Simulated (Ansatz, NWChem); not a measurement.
# How methods differ on C3H6O (oxetane)

C3H6O: 10 atoms, total charge 0, spin state singlet. SMILES: `C1COC1`. The shape is that of a PBE0-D4/def2-TZVP optimisation.

Quantity: the atomisation enthalpy at 298 K, in kJ/mol. The values are calculated. The thermal term (zero-point and 298 K enthalpy, harmonic and unscaled) is that of PBE0-D4/def2-TZVP; the spin-orbit lowering of the free atoms at 298 K, 0.5 kJ/mol by their spectra, is taken off.

**The experiment to reproduce.** CRC Handbook of Chemistry and Physics gives the atomisation enthalpy at 298 K of the gas as 3788 kJ/mol.

```json
{"level": "HF/6-31G* (spherical functions)", "kind": "Hartree–Fock", "program": "Ansatz", "value (kJ/mol)": "2689", "computed − measured": "-1099", "CPU time (all runs)": "1.6 s"}
{"level": "revPBE/6-31G* (spherical functions)", "kind": "GGA", "program": "Ansatz", "value (kJ/mol)": "3758", "computed − measured": "-30", "CPU time (all runs)": "5.8 s"}
{"level": "r2SCAN/6-31G* (spherical functions)", "kind": "meta-GGA", "program": "NWChem", "value (kJ/mol)": "3789", "computed − measured": "+1", "CPU time (all runs)": "45 s"}
{"level": "B3LYP/6-31G* (spherical functions)", "kind": "global hybrid", "program": "NWChem", "value (kJ/mol)": "3774", "computed − measured": "-14", "CPU time (all runs)": "35 s"}
{"level": "BHLYP/6-31G* (spherical functions)", "kind": "global hybrid", "program": "Ansatz", "value (kJ/mol)": "3649", "computed − measured": "-139", "CPU time (all runs)": "5.8 s"}
{"level": "CAM-B3LYP/6-31G* (spherical functions)", "kind": "range-separated hybrid", "program": "Ansatz", "value (kJ/mol)": "3813", "computed − measured": "+25", "CPU time (all runs)": "6.6 s"}
{"level": "PBE-QIDH/6-31G* (spherical functions)", "kind": "double hybrid", "program": "Ansatz", "value (kJ/mol)": "3686", "computed − measured": "-102", "CPU time (all runs)": "7.8 s"}
{"level": "RPA@PBE/6-31G* (spherical functions)", "kind": "RPA", "program": "Ansatz", "value (kJ/mol)": "3349", "computed − measured": "-439", "CPU time (all runs)": "9.6 s"}
{"level": "MP2/6-31G* (spherical functions)", "kind": "perturbation theory", "program": "NWChem", "value (kJ/mol)": "3501", "computed − measured": "-287", "CPU time (all runs)": "18 s"}
{"level": "CCSD/6-31G* (spherical functions)", "kind": "coupled cluster or CI", "program": "Ansatz", "value (kJ/mol)": "3411", "computed − measured": "-377", "CPU time (all runs)": "7.2 s"}
```

Nearest: r2SCAN/6-31G* (spherical functions) (+1 kJ/mol); farthest: HF/6-31G* (spherical functions) (-1099 kJ/mol). Computed less measured by kind, in kJ/mol (of the ab initio rows, those in 6-31G*): Hartree–Fock -1099; GGA -30; meta-GGA +1; global hybrid -139 to -14; range-separated hybrid +25; double hybrid -102; RPA -439; perturbation theory -287; coupled cluster or CI -377. Wave-function methods converge slowly with the basis and bind too weakly in sets of this size; that is part of their error here. In so small a basis fixed costs decide the times, and correlated methods can beat functionals. Times are those of the runs behind each value, whatever else they computed, on shared processors of several kinds: orders of magnitude only.
